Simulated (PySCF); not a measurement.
**Atomic charges against the basis set**

Compound: C₄H₈FN.
Z-matrix (Å and degrees, PBE0-D3(BJ)/def2-SVP geometry), rows numbered from 1:
```
C 
C   1  1.5159
N   2  1.4712  1  116.19
C   3  1.4646  2   91.93  1   -97.46
C   4  1.5289  3   88.23  2   -18.09
F   5  1.3645  2  116.43  1   -17.45
H   1  1.1005  2  110.97  3   171.43
H   1  1.1006  2  111.68  3    51.30
H   1  1.1015  2  110.16  3   -69.19
H   2  1.1051  1  109.70  3   129.89
H   3  1.0172  2  115.92  1    23.43
H   4  1.1027  3  115.50  2  -138.35
H   4  1.1068  3  115.76  2    93.02
H   5  1.1010  2  113.57  1  -144.62
```

PBE0 throughout (PySCF), one geometry, spherical d and f functions. Geometry: PBE0-D3(BJ)/def2-SVP, one conformer, isolated molecule. Atoms taken as equivalent share a column and are averaged. The first 7 of 12 kinds of atom are listed.

Mulliken charges (e):

```
        basis  functions      C1      C2      N3      C4      C5      F6  H7/H8/H9
       STO-3G         38  -0.242  -0.001  -0.331  -0.089  +0.040  -0.109    +0.082
        6-31G         70  -0.490  -0.076  -0.587  -0.187  +0.139  -0.339    +0.175
       6-31G*        100  -0.541  -0.048  -0.592  -0.225  +0.203  -0.342    +0.181
     def2-SVP        124   0.000  -0.101  -0.320  +0.102  +0.167  -0.253    +0.044
6-311+G(2d,p)        210  -0.559  -0.009  -0.247  -0.220  +0.184  -0.288    +0.159
    def2-TZVP        234  -0.415  +0.011  -0.307  -0.176  +0.150  -0.221    +0.127
```

IAO charges (e):

```csv
basis,functions,C1,C2,N3,C4,C5,F6,H7/H8/H9
STO-3G,38,-0.408,-0.075,-0.313,-0.205,+0.030,-0.132,+0.137
6-31G,70,-0.450,-0.033,-0.425,-0.196,+0.140,-0.297,+0.150
6-31G*,100,-0.429,-0.016,-0.429,-0.172,+0.174,-0.306,+0.142
def2-SVP,124,-0.418,-0.013,-0.423,-0.166,+0.175,-0.309,+0.138
"6-311+G(2d,p)",210,-0.441,-0.015,-0.450,-0.175,+0.172,-0.322,+0.147
def2-TZVP,234,-0.441,-0.015,-0.447,-0.175,+0.176,-0.321,+0.146
```

Problem. Which scheme is steadiest as the basis changes?

Solution. Largest range over the bases for any column: IAO 0.19 e, Mulliken 0.56 e. IAO charges move least and Mulliken charges most, counted in e. Without the minimal STO-3G basis the ranges are IAO 0.04, Mulliken 0.56 e.

Problem. How much do the charges still move between the two largest bases, 6-311+G(2d,p) and def2-TZVP?

Solution. At most, over all atoms: Mulliken 0.144 e, IAO 0.004 e.

Problem. What do the same runs give for the total energy, the frontier levels and the dipole moment?

Solution. 
| basis | energy (Eh) | HOMO (eV) | LUMO (eV) | μ (D) |
| --- | --- | --- | --- | --- |
| STO-3G | -307.4406 | -3.84 | 7.95 | 0.95 |
| 6-31G | -311.3577 | -6.33 | 2.29 | 1.10 |
| 6-31G* | -311.4407 | -6.45 | 2.42 | 0.95 |
| def2-SVP | -311.2208 | -6.57 | 1.83 | 0.99 |
| 6-311+G(2d,p) | -311.5445 | -6.81 | 0.34 | 1.05 |
| def2-TZVP | -311.5704 | -6.76 | 1.20 | 1.02 |

The dipole is fixed by the density alone, so its range of 0.15 D shows that the density itself changes with the basis, not only its division among atoms.
